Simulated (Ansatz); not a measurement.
Results of r²SCAN-D4 in Ansatz (plane waves, PAW) for bcc Ta.

Settings: plane-wave cutoff 560 eV, 24×24×24 k mesh, Fermi–Dirac smearing 0.05 eV, scalar-relativistic PAW data made under PBE.

Pressure at four volumes; x = ln(V/17.978 Å³). One pressure is withheld.

| V (Å³/atom) | x | P (GPa) |
|---|---|---|
| 16.899 | -0.0619 | ? |
| 17.259 | -0.0408 | 8.94 |
| 17.978 | 0.0000 | 0.00 |
| 19.056 | 0.0582 | -10.58 |

Question: Pass a parabola P(x) through the three rows shown, estimate the bulk modulus and its pressure derivative near zero pressure, and predict the withheld pressure.

Answer: Slopes between the rows: (0.00 − (8.94))/(0.0000 − (-0.0408)) = -219.12 and (-10.58 − (0.00))/(0.0582 − (0.0000)) = -181.79 GPa. Their difference over the span 0.0990 is c = 37.33/0.0990 = 377.1 GPa, so P(x) = 8.94 + (-219.12)(x − (-0.0408)) + 377.1 (x − (-0.0408))(x − (0.0000)). At the middle row B = −dP/dx = −[-219.12 + 377.1 × 0.0408] = 203.7 GPa, and B′ = dB/dP = 2c/B = 3.7. At x = -0.0619 the parabola gives 14.06 GPa; the run gives 14.10 GPa. The Birch–Murnaghan fit to the energies at all volumes has B0 = 203 GPa and B′ = 3.8.

Measured, for comparison: bulk modulus 198 GPa (corrected for temperature and zero-point phonon effects, sources range from 194 to 203; as tabulated in Levämäki et al. (2014), arXiv:1402.3671). Computed less measured: bulk modulus +2.5 % (inside the range of the sources held).

Spin–orbit coupling is not included.

Ansatz is a first-principles code.
